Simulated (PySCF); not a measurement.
Geometries of 4 isomers of C2H3N, from PBE0-D3(BJ)/def2-SVP geometry optimisation, gas phase (PySCF 2.14.0). One conformer each, no zero-point energy, no frequencies.

Problem. Which isomer lies lowest at this level?
A.
```xyz
6
angstrom
C     -0.473    0.011   -0.059
C      0.970   -0.070    0.083
N      2.120   -0.135    0.196
H     -0.844   -0.830   -0.663
H     -0.956   -0.025    0.928
H     -0.755    0.951   -0.554
```
B.
```xyz
6
angstrom
C      2.104    0.208    0.007
N      0.938    0.084   -0.003
C     -0.461   -0.066   -0.016
H     -0.756   -0.828   -0.753
H     -0.819   -0.379    0.976
H     -0.944    0.885   -0.281
```
C.
```xyz
6
angstrom
C     -0.950   -0.168   -0.068
C      0.354   -0.021   -0.127
N      1.563    0.071   -0.287
H     -1.383   -1.087    0.333
H     -1.610    0.631   -0.412
H      2.088    0.478    0.492
```
D.
```xyz
6
angstrom
C      0.825   -0.050    0.042
N      0.299   -0.872   -0.740
C     -0.614    0.085    0.009
H      1.819    0.233    0.398
H     -1.091    0.876   -0.584
H     -1.238   -0.346    0.802
```

Solution. A. That is `CC#N` (C2H3N), 23.0 kcal/mol below the next.

| SMILES | atoms numbered as above | E (Eh) | relative (kcal/mol) | relative (kJ/mol) | dipole (D) |
| --- | --- | --- | --- | --- | --- |
| CC#N | [CH3:1][C:2]#[N:3] | -132.49438 | 0.0 | 0.0 | 3.83 |
| [C-]#[N+]C | [C-:1]#[N+:2][CH3:3] | -132.45767 | 23.0 | 96.4 | 3.86 |
| C=C=N | [CH2:1]=[C:2]=[NH:3] | -132.45686 | 23.5 | 98.5 | 1.53 |
| C1=NC1 | [CH:1]1=[N:2][CH2:3]1 | -132.42567 | 43.1 | 180.4 | 2.11 |

As drawn, the lowest has a C≡N group, which the highest lacks; the highest has a three-membered ring and a C=N bond, which the lowest lacks.
